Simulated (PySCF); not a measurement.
# FH2OSi (SMILES O[SiH]F) at 6 levels

We compute a comparison of 6 runs (RPA/STO-3G, RPA@PBE/STO-3G, UMP2/STO-3G, UCCSDT/STO-3G, UCCSD(T)/STO-3G, FCI/STO-3G) of FH2OSi. Input form: a Python script.

The calculation is run with PySCF 2.14.0.

**1. The molecule**

FH2OSi has 5 atoms, charge 0, and is taken as a doublet. SMILES: `O[SiH]F`. Geometry: relaxed at PBE0-D4/def2-TZVP.

Bond lengths: O1–Si2 1.636 Å, Si2–F3 1.603 Å, O1–H4 0.959 Å, Si2–H5 1.490 Å. Angles: O1–Si2–F3 110.5°, O1–Si2–H5 105.3°, F3–Si2–H5 107.6°, Si2–O1–H4 119.2°.

**2. A single-point energy at RPA/STO-3G (run 1)**

input.py

```python
# O[SiH]F
from pyscf import gto, scf
from pyscf.gw.urpa import URPA

mol = gto.Mole()
mol.atom = '''
O     -1.162560    -1.671652    -0.522131
Si     0.536493     0.464306     0.931824
F      0.391173     3.111434    -0.534981
H     -2.956477    -1.445829    -0.638727
H      3.191369    -0.458448     0.764205
'''
mol.spin = 1
mol.max_memory = 1860
mol.basis = 'sto-3g'
mol.charge = 0
mol.verbose = 3
mol.unit = 'bohr'
mol.build()

mf = scf.UHF(mol)
mf.conv_tol = 1e-10
mf.kernel()
if not mf.converged:
    mf = mf.newton().run(mf.mo_coeff, mf.mo_occ)

rpa = URPA(mf, frozen=7)
rpa.kernel()
e_exx = mf.e_tot
energy = e_exx + rpa.e_corr
print(f'total energy: {energy:.8f} hartree')
```

Run with:

```bash
$ OMP_NUM_THREADS=1 python input.py
```

The log of the run:

```text
converged SCF energy = -458.615018774728  <S^2> = 0.75467921  2S+1 = 2.0046738
E(URPA) = -458.573004672856  E_corr = -0.105309472329336  E_hf = -458.467695200526
total energy: -458.72032825 hartree
```

It took 0.7 s on 1 thread of Arm Neoverse V2, shared host; peak memory 0.12 GiB.

**3. The energy at RPA@PBE/STO-3G (run 2)**

input.xyz

```xyz
5

O     -0.615200    -0.884600    -0.276300
Si     0.283900     0.245700     0.493100
F      0.207000     1.646500    -0.283100
H     -1.564500    -0.765100    -0.338000
H      1.688800    -0.242600     0.404400
```

job.py

```python
from pyscf import gto, dft
from pyscf.gw.urpa import URPA

system = gto.M(
    atom='input.xyz',
    basis='sto-3g',
    verbose=3,
    spin=1,
    charge=0,
    max_memory=1860,
)

mf = dft.UKS(system)
mf.xc = 'pbe'
mf.conv_tol = 1e-10
mf.grids.level = 5
mf.kernel()
if not mf.converged:
    mf = mf.newton().run(mf.mo_coeff, mf.mo_occ)

rpa = URPA(mf, frozen=7)
rpa.kernel()
e_exx = mf.to_hf().energy_tot(mf.make_rdm1())
e_final = e_exx + rpa.e_corr
print('E = %.10f Eh' % e_final)
```

Run with:

```bash
$ OMP_NUM_THREADS=1 python job.py
```

The log of the run:

```text
WARN: HOMO -0.145893713235082 >= LUMO -0.145893713235081

converged SCF energy = -459.513447576635  <S^2> = 0.75051315  2S+1 = 2.0005131
E(URPA) = -458.6363107916  E_corr = -0.20803631786614  E_hf = -458.428274473733
E = -458.7821796460 Eh
```

Run time: 5.1 s. Hardware: 1 thread of Arm Neoverse V2, shared host; peak memory 0.21 GiB.

Runs 3 to 5 aren't shown in full; the table further down has their settings and results.

**4. A single-point energy at FCI/STO-3G (run 6)**

input.py

```python
from pyscf import gto, mcscf

molecule = gto.M(
    atom='''
O       -0.615200      -0.884600      -0.276300
Si       0.283900       0.245700       0.493100
F        0.207000       1.646500      -0.283100
H       -1.564500      -0.765100      -0.338000
H        1.688800      -0.242600       0.404400
''',
    spin=1,
    max_memory=1860,
    charge=0,
    verbose=3,
    basis='sto-3g',
)

mf = molecule.ROHF()
mf.conv_tol = 1e-10
mf.kernel()
if not mf.converged:
    mf = mf.newton().run(mf.mo_coeff, mf.mo_occ)

cas = mcscf.CASCI(mf, mf.mo_coeff.shape[-1] - 7, (molecule.nelec[0] - 7, molecule.nelec[1] - 7))  # full CI above the frozen core
cas.fix_spin_(ss=0.75)
cas.kernel()
energy = cas.e_tot
print(f'total energy: {energy:.8f} hartree')
```

Run with:

```bash
$ OMP_NUM_THREADS=1 python input.py
```

The log of the run:

```text
converged SCF energy = -458.614010717802
CASCI E = -458.720634492653  E(CI) = -78.8046480411867  S^2 = 0.7500000
total energy: -458.72063449 hartree
```

Wall time 77 s (1 thread of Arm Neoverse V2, shared host); peak memory 0.56 GiB.

**5. All runs side by side**

```tsv
run	level	integration grid	energy (Eh)	dipole moment (D) of the reference	HOMO energy (eV)	LUMO energy (eV)	wall time
1	RPA/STO-3G	–	-458.720328	1.82	-6.08	6.02	0.7 s
2	RPA@PBE/STO-3G	5	-458.782180	1.39	-0.28	0.98	5.1 s
3	UMP2/STO-3G	–	-458.693482	1.82	-6.08	6.02	0.64 s
4	UCCSDT/STO-3G	–	-458.720606	1.82	-6.08	6.02	2.8 s
5	UCCSD(T)/STO-3G	–	-458.719809	1.82	-6.08	6.02	0.7 s
6	FCI/STO-3G	–	-458.720634	1.85	–	–	77 s
```

**6. Summary of results**

| quantity | value |
| --- | --- |
| run 6: total energy | -458.72063 Eh |
| run 6: dipole moment (Hartree–Fock density) | 1.85 D |
| run 6: correlation energy (7 core orbitals frozen) | -106.6 mEh |

**Reading.** Against full CI in this basis: UMP2 +27.2 mEh; UCCSDT +0.0 mEh; UCCSD(T) +0.8 mEh. All runs together took 87 s, the longest 77 s.
